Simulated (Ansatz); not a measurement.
`CNP` + CH₃SH → `CSP` + CH₃NH₂ at 700 K and 1 bar (ligand exchange at a P–N bond).

Gas-phase electronic energies from Ansatz, PBE0-D4/def2-TZVP geometries. CCSD(T)/CBS adds triple-zeta CCSD(T) − MP2 to the extrapolated MP2 energy (def2 sets, frozen cores). This one scheme is used for every species. Each species was taken in one conformer, which may not be the lowest.

```json
{"species": "`CNP`", "CCSD(T)/CBS energy (Eh)": "-437.28343", "H − E (kJ/mol)": "246.5", "S (J/(mol·K))": "373.8"}
{"species": "CH₃SH", "CCSD(T)/CBS energy (Eh)": "-438.22835", "H − E (kJ/mol)": "160.2", "S (J/(mol·K))": "309.0"}
{"species": "`CSP`", "CCSD(T)/CBS energy (Eh)": "-779.77158", "H − E (kJ/mol)": "205.7", "S (J/(mol·K))": "393.2"}
{"species": "CH₃NH₂", "CCSD(T)/CBS energy (Eh)": "-95.75281", "H − E (kJ/mol)": "207.6", "S (J/(mol·K))": "296.6"}
```

H − E and S are ideal-gas, rigid-rotor, harmonic terms from PBE0-D4/def2-TZVP, for one conformer and one mirror image of each species. 1 Eh = 2625.50 kJ/mol, R = 8.31446 J/(mol·K).

Q: By hand: ΔE, ΔH, ΔS and ΔG.

A: ΔE = (-779.77158) + (-95.75281) − (-437.28343) − (-438.22835) = -0.01261 Eh = -33.1 kJ/mol. Δ(H − E) = 205.7 + 207.6 − 246.5 − 160.2 = 6.6, so ΔH = -26.5 kJ/mol. ΔS = 393.2 + 296.6 − 373.8 − 309.0 = 7.0 J/(mol·K). ΔG = -26.5 − 700 × (7.0)/1000 = -31.4 kJ/mol.

Q: By hand: the equilibrium constant, and the temperature at which ΔG would vanish if ΔH and ΔS stayed fixed.

A: log₁₀ K = −ΔG/(RT ln 10) = 2.3. ΔH and −TΔS have one sign here, so there is no such temperature.

The number of gas molecules stays the same, so ΔS is small and ΔH decides. A doubt of 5 kJ/mol in ΔE shifts log₁₀ K by 0.4 here. Other conformers and mirror images would add mixing entropy, several J/(mol·K) or more a flexible species. These are equilibria of isolated gas molecules and say nothing of rates. Largest T1 diagnostic: 0.012 (customary marks: 0.02 for closed shells, 0.045 for open ones).

ΔS is within the doubt of such terms, so its sign, and with it that verdict, could turn.
